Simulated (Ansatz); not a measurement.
Diamond-structure Si, treated with r²SCANh in Ansatz (plane waves, PAW).

Numerical settings: plane-wave cutoff 520 eV, 8×8×8 k mesh, Fermi–Dirac smearing 0.01 eV, scalar-relativistic PAW data made under PBE.

Computed at the level's own relaxed cell.

Task: Predict the lattice constant a, width of the whole s-p valence band and volume per atom.

Result: 
* **lattice constant a**: 5.437 Å
* **width of the whole s-p valence band**: 13.01 eV
* **volume per atom**: 20.09 Å³/atom

Measured, for comparison: lattice constant a 5.421 Å, equilibrium volume per atom 19.91 Å³/atom (static lattice: zero-point anharmonic expansion removed; as tabulated in Mejia-Rodriguez and Trickey (2018), arXiv:1807.09216). Computed (rounded) less measured: lattice constant a +0.3 %, equilibrium volume per atom +0.9 %.

Computed values are for the static lattice.

It cost around 8 core-minutes (rough) of CPU time.

Ansatz is an electronic-structure program.
